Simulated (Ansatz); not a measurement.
Ansatz (a program for electronic structure) input (LC-wPBE/def2-TZVPD):

Ansatz 0.2 input:
```yaml
crystal:
  periodic: [false, false, false]
  atoms:
    - {symbol: N, position_ang: [-0.00000000, 0.00000000, 0.00000000]}
    - {symbol: H, position_ang: [-0.01073378, 1.02502493, -0.03038898]}
    - {symbol: H, position_ang: [0.89333025, -0.50366246, 0.00006664]}
    - {symbol: H, position_ang: [-0.88259648, -0.52136248, 0.03032234]}
basis:
  gaussian:
    orbitals: def2-TZVPD
hamiltonian:
  xc: {name: LC-wPBE}
total_charge: 1
magnetization: {spin_polarized: true, initial_magnetization: 1}
output: {forces: true}
```

Output:

```
Functional definition: LC-wPBE
integrals: 0.01 GiB planned
332 factors; their error is unknown
integrals: 0.04 GiB planned
196 factors; integrals over basis functions are off by at most 1.0e-5 eV
mean field: 0.14 GiB planned
mean field evaluation 1: about -1524.1540 eV, gradient 3.7e1 eV
mean field evaluation 2: about -1526.7565 eV, gradient 2.4e1 eV
mean field evaluation 4: about -1528.7349 eV, gradient 2.1e-1 eV
mean field evaluation 8: about -1528.7231 eV, gradient 2.3e-3 eV
mean field -1528.72308153 eV, -56.1795370406 hartree, gradient 7.7e-5 eV, S^2 0.753910; 0 other end points of the search recorded, 0 dependent functions left out
the calculation of the forces begins
reference -1528.72308154 eV, -56.1795370407 hartree; 5, 4 occupied and 59, 60 virtual orbitals, 332 factors
Total energy: -1528.72308154 eV, -56.1795370407 hartree
Atom 0 at    -0.000000     0.000000     0.000000 Å, force    -0.000000     0.000000    -0.000000 eV/Å
Atom 1 at    -0.010734     1.025025    -0.030389 Å, force     0.000239    -0.022862     0.000678 eV/Å
Atom 2 at     0.893330    -0.503662     0.000067 Å, force    -0.019928     0.011233    -0.000001 eV/Å
Atom 3 at    -0.882596    -0.521362     0.030322 Å, force     0.019689     0.011628    -0.000676 eV/Å
Dipole moment:     0.000000    -0.000000     0.000000 e Å
```
